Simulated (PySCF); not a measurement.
Structure problem from calculated spectra and properties.

Elements present: C, H and N. Monoisotopic mass: 97.0760 u (electron mass counted); charge +1.

| Quantity | Value |
| --- | --- |
| Valence photoelectron | vertical ionisation energy: 11.98 eV [ΔSCF PBE0/def2-SVPD] |
| UV, first state | lowest singlet excitation: 4.16 eV (298 nm, f = 1.162) [TDDFT PBE0/def2-SVPD] |
| NMR, other nuclei | isotropic shieldings of nuclei other than C and H, by class: 152 (2 N) ppm [GIAO HF/pcSseg-1] |
| 1H NMR | chemical shifts (computed TMS as zero) by class: 7.91 (1 H), 7.75 (2 H), 6.08 (2 H), 5.80 (4 H) ppm [GIAO HF/pcSseg-1] |
| Triplet | lowest triplet excitation (Tamm–Dancoff): 2.18 eV [TDA PBE0/def2-SVPD] |
| Rotational structure | rotational constants A, B, C: 23.612, 0.802, 0.776 GHz [PBE0-D3(BJ)/def2-SVP] |
| 13C NMR | chemical shifts (computed TMS as zero) by class: 190.8 (1 C), 179.2 (2 C), 101.9 (2 C) ppm [GIAO HF/pcSseg-1] |

Gas-phase values; electronic properties from PySCF, density fitting. Levels stand in brackets. One conformer (not necessarily the lowest) at the PBE0-D3(BJ)/def2-SVP geometry, without solvent, vibrations or thermal averaging. NMR values are class means; diastereotopic atoms form classes of their own.

Question: Which formula fits the mass and the elements?

Answer: C5H9N2 (calculated 97.0760). No other formula that holds each of these elements comes within 0.0003 u with a fitting electron parity and a possible valence count.

Question: What is the compound? Reason from the data.

Answer: Numbering: `[NH2:1]/[CH:2]=[CH:3]/[CH:4]=[CH:5]/[CH:6]=[NH2+:7]`. 5 carbons fall into 3 classes; from least to most shielded: alkene CH carbon [C4] (190.8 ppm), carbon bonded to C, N and H [C2/C6] (179.2 ppm, 2 C), alkene CH carbon [C3/C5] (101.9 ppm, 2 C). Hydrogen classes from least to most shielded: 1 H on an alkene CH carbon, C4 (7.91 ppm), 2 H on 2 like atoms (carbon bonded to C, N and H), C2/C6 (7.75 ppm), 2 H on 2 alkene CH carbons, C3/C5 (6.08 ppm), 4 H on 2 like atoms (nitrogen bonded to C and 2 H), N1/N7 (5.80 ppm). The other shieldings belong to: 152 ppm, nitrogen bonded to C and 2 H [N1/N7]. S1 is mainly HOMO→LUMO (weight 0.98); the largest Löwdin shares of the orbital it empties are 0.20 on each of 2 atoms of one kind (alkene CH carbon) and 0.14 on each of 2 atoms of one kind (nitrogen bonded to C and 2 H), of the orbital it fills 0.21 on an alkene CH carbon and 0.18 on each of 2 atoms of one kind (carbon bonded to C, N and H). The optimised geometry has point group C2v and is an asymmetric top. Structure: `N/C=C/C=C/C=[NH2+]` (streptocyanine-5). Computed isomers that give other values at the same levels: `Cn1cc[n+](C)c1` (rotational constant A: 6.857 GHz; this holds for the one conformer computed); `Cn1ccc[n+]1C` (lowest singlet excitation: 6.26 eV (198 nm, f = 0.145)). The assignments are read from this structure; whether some other isomer fits the data as well wasn't checked.

Conformer computed: `[NH2:1]/[CH:2]=[CH:3]/[CH:4]=[CH:5]/[CH:6]=[NH2+:7]`: C2–C3–C4–C5 180°, C4–C5–C6–N7 180°, H–N1–C2–C3 0°, H–N1–C2–C3 180°.
